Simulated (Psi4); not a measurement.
Psi4 input (wB97X-D/6-311+G**):

```
memory 1500 MB

molecule {
-1 1
C     0.67688169    1.87909051    0.00456160
C     0.64867590    0.51480462   -0.00128429
C    -0.52064484   -0.34362682    0.00133677
C    -0.56703703   -1.69230207   -0.00434098
H    -0.38805236    2.22647996    0.01191488
H     1.59405509   -0.04915997   -0.00893608
H    -1.46966202    0.19639132    0.00890315
H     0.34230041   -2.28632637   -0.01192782
H    -1.50589545   -2.23518239   -0.00159280
symmetry c1
no_reorient
no_com
}

set {
  basis 6-311+G**
  reference rks
  scf_type df
  df_basis_scf def2-universal-jkfit
  dft_radial_points 99
  dft_spherical_points 590
  e_convergence 1e-8
  d_convergence 1e-7
  maxiter 150
}

e = energy('wb97x-d')
print_out(f'\nFINAL {e:.10f} DIPOLE {variable("CURRENT DIPOLE")[0]:.6f} {variable("CURRENT DIPOLE")[1]:.6f} {variable("CURRENT DIPOLE")[2]:.6f}\n')
```

From the last part of the output:

```
    One-Electron Energy =                -403.4489086093638548
    Two-Electron Energy =                 168.1692688429639588
    DFT Exchange-Correlation Energy =     -16.0955879817401488
    Empirical Dispersion Energy =          -0.0023879317535643
    VV10 Nonlocal Energy =                  0.0000000000000000
    Total Energy =                       -155.3214670413650538

Computation Completed

Properties will be evaluated at   0.000000,   0.000000,   0.000000 [a0]

Properties computed using the SCF density matrix

 Multipole Moments:

 ------------------------------------------------------------------------------------
     Multipole            Electronic (a.u.)      Nuclear  (a.u.)        Total (a.u.)
 ------------------------------------------------------------------------------------

 L = 1.  Multiply by 2.5417464519 to convert [e a0] to [Debye]
 Dipole X            :         -1.3926187           -0.0000000           -1.3926187
 Dipole Y            :         -2.2642516           -0.0000000           -2.2642516
 Dipole Z            :         -0.0023402           -0.0000001           -0.0023403
 Magnitude           :                                                    2.6582377

 ------------------------------------------------------------------------------------

FINAL -155.3214670414 DIPOLE -1.392619 -2.264252 -0.002340

*** Psi4 exiting successfully. Buy a developer a beer!
```

The dipole moment of an ion depends on the origin.
